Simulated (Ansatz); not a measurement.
**MgHF (SMILES [F][MgH]): the vertical ionisation energy from total energies**

The species is MgHF (3 atoms), meant as a singlet with charge 0. As SMILES, `[F][MgH]`. The shape is that of a PBE0-D4/def2-TZVP optimisation.

| atom | x (Å) | y (Å) | z (Å) |
| --- | --- | --- | --- |
| F | -1.3786 | 0.7922 | -0.6751 |
| Mg | 0.0145 | -0.0324 | 0.0044 |
| H | 1.3532 | -0.8248 | 0.6574 |

Both states at this one shape; open shells run unrestricted unless said. 1 Eh = 27.2114 eV.

```
                                 level  program  singlet MgHF (Eh)  doublet MgHF+ (Eh)
                             HF/STO-3G   Ansatz        -295.720583         -295.530874
                            PBE/STO-3G   Ansatz        -296.308897         -296.074187
CCSD(T)/STO-3G, 2 core orbitals frozen   Ansatz        -295.787026         -295.579351
```

Task: Work out the vertical ionisation energy at each level.

Result: 
1. HF/STO-3G: -295.530874 − (-295.720583) = 0.189709 Eh = 5.16 eV.
2. PBE/STO-3G: -296.074187 − (-296.308897) = 0.234710 Eh = 6.39 eV.
3. CCSD(T)/STO-3G: -295.579351 − (-295.787026) = 0.207675 Eh = 5.65 eV.

No measured value is set beside it here; the levels span 5.16 to 6.39 eV. Hartree–Fock favours the state with fewer electron pairs, since it lacks pair correlation. Minimal sets are far from the basis-set limit.
